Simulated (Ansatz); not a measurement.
# Ladder of methods for the band gap of rock-salt CdO

Reference value: 0.84 eV (measured, 100 K, zero-point motion not removed, lower of two indirect gaps; as tabulated in Menéndez-Proupin et al. (2004), arXiv:cond-mat/0405700).

Task: Which of these levels comes closest to the reference?
A) RPBE (Ansatz (a quantum-chemistry and plane-wave program))
B) HSE06 (Ansatz)
C) LDA (Ansatz)
D) PBE0-D3(BJ) (Ansatz)

Result: B, HSE06 (Ansatz)

| level (code) | value (eV) | cell (Å³/atom) | difference (eV) |
|---|---|---|---|
| LDA (Ansatz) | 0.00 | 12.94 | -0.84 |
| RPBE (Ansatz) | 0.00 | 12.94 | -0.84 |
| HSE06 (Ansatz) | 0.91 | 12.94 | +0.07 |
| PBE0-D3(BJ) (Ansatz) | 1.63 | 12.68 | +0.79 |

Of the ranked levels HSE06 (+0.07 eV) comes nearest. Once the reference is moved by up to 0.15 eV (a margin picked here for doubts on the reference and the settings, and for temperature and zero-point motion) and values within 0.03 eV count as equal, the farthest can be RPBE (-0.84 eV), LDA (-0.84 eV) or PBE0-D3(BJ) (+0.79 eV). Of the ranked levels only HSE06 lands within 0.3 eV. No gap at all, against the measurement: LDA, RPBE.

Density-functional gaps are differences of (generalised) Kohn–Sham levels of a static lattice; semilocal ones lie below quasiparticle gaps as a rule. Measured gaps hold zero-point and thermal shifts unless a correction is named. Levels without +SOC have no spin–orbit coupling; where heavier elements are present it shifts gaps, mostly down, and can invert bands. A gap of zero means that the bands touch or overlap; how far they overlap is not shown.  Values are at the measured cell; PBE0-D3(BJ) at the level's own relaxed cell. Cutoffs and k meshes differ between the levels. Ansatz's density-functional and Hartree–Fock values are scalar-relativistic unless marked +SOC, with PAW data made under PBE.

Differences are worked out from the printed values.
